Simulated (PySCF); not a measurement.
Ligands exchanged one at a time, B Cl-Br. Isolated molecules, 0 K electronic values unless said otherwise. Strings in code marks are SMILES.

Calculation: B3LYP-D3(BJ)/def2-TZVP // PBE0-D4/def2-TZVP (PySCF). B3LYP has the VWN-RPA correlation part, as in Gaussian. Delta-SCF ions had no search for a lower state. Excitations are Tamm–Dancoff values on a coarser integration grid. The basis has no diffuse functions, so Rydberg states are missing or too high.

| species | vertical ionisation energy (Delta-SCF) (eV) | brightest of the four lowest singlets (TDA) (eV) | dipole moment (D) | S1 excitation (TDA) (eV) |
|---|---|---|---|---|
| 0 of 3 Cl replaced by Br | 11.19 | … | 0.00 | 5.61 |
| 1 of 3 Cl replaced by Br | 10.77 | 6.32 | 0.05 | … |
| 2 of 3 Cl replaced by Br | 10.45 | … | 0.04 | 4.84 |
| 3 of 3 Cl replaced by Br (`BrB(Br)Br`) | 10.21 | 5.94 | 0.00 | … |

Some entries are withheld; supply them.


- 0 of 3 Cl replaced by Br, brightest of the four lowest singlets (TDA) (eV): 7.10
- 1 of 3 Cl replaced by Br, S1 excitation (TDA) (eV): 5.14
- 2 of 3 Cl replaced by Br, brightest of the four lowest singlets (TDA) (eV): 6.02
- 3 of 3 Cl replaced by Br (`BrB(Br)Br`), S1 excitation (TDA) (eV): 4.60
